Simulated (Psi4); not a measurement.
# quartet SiH3O2: levels of theory compared

Aim: a comparison of 3 runs (UHF/3-21G, UB3LYP/6-31G*) of quartet SiH3O2. 

The results are computed with Psi4 1.11.

### 1 Starting point

SiH3O2: 6 atoms, total charge 0, spin state quartet. SMILES of the parent species: `[O][SiH2]O`. Geometry: relaxed at PBE0-D4/def2-TZVP. This is one conformer, not always the lowest. That shape belongs to the parent species and isn't relaxed for this state.

Bond lengths: O1–Si2 1.647 Å, Si2–O3 1.632 Å, Si2–H4 1.494 Å, Si2–H5 1.479 Å, O3–H6 0.959 Å. Angles: O1–Si2–O3 117.2°, O1–Si2–H4 98.3°, O1–Si2–H5 110.2°, O3–Si2–H4 112.7°, O3–Si2–H5 105.0°, Si2–O3–H6 119.0°, H4–Si2–H5 113.8°.

### 2 Energy and forces at UHF/3-21G (run 1)

File input.inp:

```
memory 1.6 GB

molecule system {
  0 4
  O     -3.15943311    -0.92653272     0.21013755
  Si    -0.38833872     0.30311207    -0.49775386
  O      1.79467290     0.20824782     1.67902166
  H      0.22109796    -1.32337521    -2.72441815
  H     -0.66801819     3.01260139    -1.12249732
  H      2.27976560    -1.39518480     2.36801581
  units au
  symmetry c1
}

set reference uhf
set puream true
set e_convergence 1e-09
set d_convergence 1e-08
set scf_type pk
set maxiter 200

gradient('hf/3-21G')
```

Command:

```bash
$ psi4 input.inp input.out -n 1
```

input.out:

```text
[...]
  Running in c1 symmetry.
[...]
  Nuclear repulsion =  110.735256139634899
[...]
  Multiplicity = 4
[...]
  Nalpha       = 18
  Nbeta        = 15
[...]
    Number of basis functions: 37
[...]
   @UHF iter   1:  -437.51441554669435   -6.06537e-01   1.31958e-02 DIIS/ADIIS
[...]
   @UHF iter  28:  -437.75437955974854   -2.33058e-12   9.28043e-09 DIIS
[...]
   @S^2 Observed:                3.759383706E+00
[...]
  @UHF Final Energy:  -437.75437955974854
   => Energetics <=
    Nuclear Repulsion Energy =            110.7352561396348989
    One-Electron Energy =                -825.7205553793501167
    Two-Electron Energy =                 277.2309196799666893
    Total Energy =                       -437.7543795597485428
  UHF NO Occupations:
  HONO-2 :   16  A 1.0000000
  HONO-1 :   17  A 1.0000000
[...]
  -Total Gradient:
     Atom            X                  Y                   Z
    ------   -----------------  -----------------  -----------------
       1        0.224043623868     0.081994142287    -0.016601579294
       2       -0.176655585701    -0.073402517113     0.038365980510
       3       -0.066753419123    -0.011944444385    -0.025311874419
       4        0.010498727301    -0.004750729633     0.002451879569
       5        0.011442948159     0.005527897004     0.006711319268
       6       -0.002576294502     0.002575651840    -0.005615725637
[...]
```

It took 2.1 s on 1 thread of Intel Xeon Platinum 8375C at 2.90GHz (Ice Lake), shared host; peak memory 0.18 GiB.

### 3 The energy at UB3LYP/6-31G(d) (spherical functions) (run 2)

File input.json:

```json
{
  "schema_name": "qcschema_input",
  "schema_version": 1,
  "molecule": {
    "schema_name": "qcschema_molecule",
    "schema_version": 2,
    "symbols": ["O", "Si", "O", "H", "H", "H"],
    "geometry": [-3.15943311, -0.92653272, 0.21013755, -0.38833872, 0.30311207, -0.49775386, 1.7946729, 0.20824782, 1.67902166, 0.22109796, -1.32337521, -2.72441815, -0.66801819, 3.01260139, -1.12249732, 2.2797656, -1.3951848, 2.36801581],
    "molecular_charge": 0,
    "molecular_multiplicity": 4,
    "fix_symmetry": "c1"
  },
  "driver": "energy",
  "model": {
    "method": "b3lyp",
    "basis": "6-31G*"
  },
  "keywords": {
    "reference": "uks",
    "puream": true,
    "e_convergence": 1e-09,
    "d_convergence": 1e-08,
    "scf_type": "pk",
    "dft_radial_points": 99,
    "dft_spherical_points": 590,
    "maxiter": 200,
    "scf_properties": ["MAYER_INDICES", "DIPOLE", "WIBERG_LOWDIN_INDICES"]
  }
}
```

Command:

```bash
$ psi4 --qcschema input.json -n 1 --memory 1600MB
```

stdout:

```text
[...]
  Running in c1 symmetry.
[...]
  Nuclear repulsion =  110.735256139634899
[...]
  Multiplicity = 4
[...]
  Nalpha       = 18
  Nbeta        = 15
[...]
    Number of basis functions: 52
[...]
   @UKS iter   1:  -441.20470241637429   -9.64159e-02   1.39908e-02 DIIS/ADIIS
[...]
   @UKS iter  33:  -441.44224702254513   -2.21689e-12   4.85140e-09 DIIS
[...]
   @S^2 Observed:                3.759076963E+00
[...]
  @UKS Final Energy:  -441.44224702254513
   => Energetics <=
    Nuclear Repulsion Energy =            110.7352561396348989
    One-Electron Energy =                -829.0050554619880359
    Two-Electron Energy =                 308.4270678762680404
    DFT Exchange-Correlation Energy =     -31.5995155764599964
    Empirical Dispersion Energy =           0.0000000000000000
    VV10 Nonlocal Energy =                  0.0000000000000000
    Total Energy =                       -441.4422470225451320
[...]
 Multipole Moments:
 ------------------------------------------------------------------------------------
     Multipole            Electronic (a.u.)      Nuclear  (a.u.)        Total (a.u.)
 ------------------------------------------------------------------------------------
 L = 1.  Multiply by 2.5417464519 to convert [e a0] to [Debye]
 Dipole X            :         -1.6089174            1.6382491            0.0293317
 Dipole Y            :         -0.2379063            0.2123426           -0.0255637
 Dipole Z            :          0.5267354           -1.0882060           -0.5614706
 Magnitude           :                                                    0.5628171
[...]
```

The result, in JSON:

```text
{
 "driver": "energy",
 "model": {
  "method": "b3lyp",
  "basis": "6-31G*"
 },
 "success": true,
 "return_result": -441.44224702254513,
 "properties": {
  "calcinfo_nbasis": 52,
  "calcinfo_nmo": 52,
  "calcinfo_nalpha": 18,
  "calcinfo_nbeta": 15,
  "calcinfo_natom": 6,
  "nuclear_repulsion_energy": 110.7352561396349,
  "return_energy": -441.44224702254513,
  "scf_one_electron_energy": -829.005055461988,
  "scf_two_electron_energy": 308.42706787626804,
  "scf_xc_energy": -31.599515576459996,
  "scf_dipole_moment": [0.029331728779039112, -0.025563733683645506, -0.5614706152577056],
  "scf_total_energy": -441.44224702254513,
  "scf_iterations": 33
 }
}
```

It took 32 s on 1 thread of Intel Xeon Platinum 8375C at 2.90GHz (Ice Lake), shared host; peak memory 0.69 GiB.

### 4 A single-point energy at UB3LYP/6-31G(d) (Cartesian functions) (run 3)

File h3o2si.py:

```python
import psi4

psi4.set_memory('1600 MB')
psi4.set_num_threads(1)
psi4.set_output_file('output.dat', False)

m = psi4.geometry("""
0 4
O     -3.15943311    -0.92653272     0.21013755
Si    -0.38833872     0.30311207    -0.49775386
O      1.79467290     0.20824782     1.67902166
H      0.22109796    -1.32337521    -2.72441815
H     -0.66801819     3.01260139    -1.12249732
H      2.27976560    -1.39518480     2.36801581
units au
symmetry c1
no_reorient
no_com
""")

psi4.set_options({
    'basis': '6-31G*',
    'reference': 'uks',
    'puream': False,
    'e_convergence': 1e-09,
    'd_convergence': 1e-08,
    'scf_type': 'pk',
    'dft_radial_points': 99,
    'dft_spherical_points': 590,
    'maxiter': 200,
})

e_tot, wfn = psi4.energy('B3LYP', return_wfn=True)
psi4.oeprop(wfn, 'WIBERG_LOWDIN_INDICES', 'DIPOLE', 'MULLIKEN_CHARGES', title='B3LYP')
print('E =', round(e_tot, 9))
```

Command:

```bash
$ python h3o2si.py
```

output.dat:

```text
[...]
  Running in c1 symmetry.
[...]
  Nuclear repulsion =  110.735256139634899
[...]
  Multiplicity = 4
[...]
  Nalpha       = 18
  Nbeta        = 15
[...]
    Number of basis functions: 55
[...]
   @UKS iter   1:  -441.21269095897003   -1.02568e-01   1.33325e-02 ADIIS/DIIS
[...]
   @UKS iter  32:  -441.44811562448126   -2.84217e-13   9.99137e-09 DIIS
[...]
   @S^2 Observed:                3.759222750E+00
[...]
  @UKS Final Energy:  -441.44811562448126
   => Energetics <=
    Nuclear Repulsion Energy =            110.7352561396348989
    One-Electron Energy =                -828.9222281114257385
    Two-Electron Energy =                 308.3158699954894360
    DFT Exchange-Correlation Energy =     -31.5770136481798502
    Empirical Dispersion Energy =           0.0000000000000000
    VV10 Nonlocal Energy =                  0.0000000000000000
    Total Energy =                       -441.4481156244812610
[...]
 Multipole Moments:
 ------------------------------------------------------------------------------------
     Multipole            Electronic (a.u.)      Nuclear  (a.u.)        Total (a.u.)
 ------------------------------------------------------------------------------------
 L = 1.  Multiply by 2.5417464519 to convert [e a0] to [Debye]
 Dipole X            :         14.5277889          -14.5219784            0.0058105
 Dipole Y            :          1.1951114           -1.2086688           -0.0135575
 Dipole Z            :         -7.2399781            6.6658200           -0.5741581
 Magnitude           :                                                    0.5743475
[...]
```

The script printed:

```text
E = -441.448115624
```

Run time: 31 s. Hardware: 1 thread of Intel Xeon Platinum 8375C at 2.90GHz (Ice Lake), shared host; peak memory 0.72 GiB.

### 5 Overview of the runs

```csv
run,level,task,integration grid,energy (Eh),dipole moment (D),HOMO energy (eV),⟨S²⟩,wall time
1,UHF/3-21G,gradient,–,-437.754380,3.23,-2.96,3.759,2.1 s
2,UB3LYP/6-31G* (spherical functions),energy,99 radial × 590 angular,-441.442247,1.43,-1.26,3.759,32 s
3,UB3LYP/6-31G* (Cartesian functions),energy,99 radial × 590 angular,-441.448116,1.46,-1.32,3.759,31 s
```

### 6 Results

```
                                 quantity          value
                      run 3: total energy  -441.44812 Eh
                     run 3: dipole moment         1.46 D
run 3: HOMO energy (highest over α and β)       -1.32 eV
                              run 3: ⟨S²⟩          3.759
```

**Reading.** The dipole moment (its size) runs from 1.43 D (UB3LYP/6-31G*) to 3.23 D (UHF/3-21G). The two ends differ in method and basis. All runs together took 65 s, the longest 32 s.
